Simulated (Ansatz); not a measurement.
Which is lower?

The two ends of one reaction step of C$_{2}$H$_{4}$Cl, doublet (PBE0-D4/def2-TZVP).

A:

C1  (0.202, -0.070, 0.640)
C2  (-0.382, -0.066, -0.714)
Cl3  (0.548, 0.498, -2.024)
H4  (0.356, 0.947, 1.026)
H5  (1.177, -0.566, 0.652)
H6  (-0.461, -0.592, 1.333)
H7  (-1.441, -0.150, -0.913)
(Å)

B:

| atom | x (Å) | y (Å) | z (Å) |
| --- | --- | --- | --- |
| C1 | 0.0497 | -0.7888 | 0.3765 |
| C2 | -0.4185 | -0.1737 | -0.6932 |
| Cl3 | 0.5440 | 0.8276 | -1.7093 |
| H4 | 0.8037 | 2.4834 | 1.3932 |
| H5 | 1.0838 | -0.7020 | 0.6848 |
| H6 | -0.6156 | -1.4030 | 0.9709 |
| H7 | -1.4472 | -0.2435 | -1.0230 |

Computed with Ansatz 0.2.0 (basis: def2-TZVPP); correlated methods freeze the cores; orbitals are unrestricted. B3LYP uses VWN-RPA correlation.

Problem. Which structure is lower at CCSD(T), and by how much? (Judge from chemistry; the value comes from the calculation.)

Solution. The calculation gives: A, by 181.3 kJ/mol (electronic energy, against the other). By their contacts, A is C₂H₄Cl ([CH3][CH][Cl]) and B is a complex of C₂H₃Cl (C=CCl) + H.

All methods give the same order:

| method | E(B) − E(A) (kJ/mol) |
| --- | --- |
| SPW92 | 201.9 |
| PBE-D4 | 183.6 |
| BLYP-D4 | 179.5 |
| r2SCAN-D4 | 202.6 |
| B97M-V | 191.2 |
| PBE0-D4 | 195.6 |
| B3LYP-D4 | 190.8 |
| r2SCAN0-D4 | 211.5 |
| BHLYP-D4 | 202.1 |
| CAM-B3LYP-D4 | 196.0 |
| wB97X-V | 194.5 |
| wB97M-V | 187.3 |
| B2PLYP | 184.9 |
| PBE-QIDH | 194.0 |
| RPA on PBE | 178.4 |
| HF | 180.6 |
| MP2 | 165.8 |
| CCSD | 188.8 |
| CCSD(T) | 181.3 |

No T1 diagnostic of these runs exceeds 0.014. ⟨S²⟩ of the unrestricted Hartree–Fock references: 0.75 to 0.77 (a pure state has 0.75).

Labels in which every atom is bracketed show which atoms are joined, not bond orders.

For scale, one of the runs: CCSD(T)/def2-TZVPP, 160 basis functions, launched by `ansatz run in.yaml --threads 2 --pin off --events-out ev --progress --plain --max-ram 4352MiB`. Hardware: 2 CPU threads of an Arm Neoverse V1, shared host. Wall time 91 s; peak host memory 2.8 GiB.
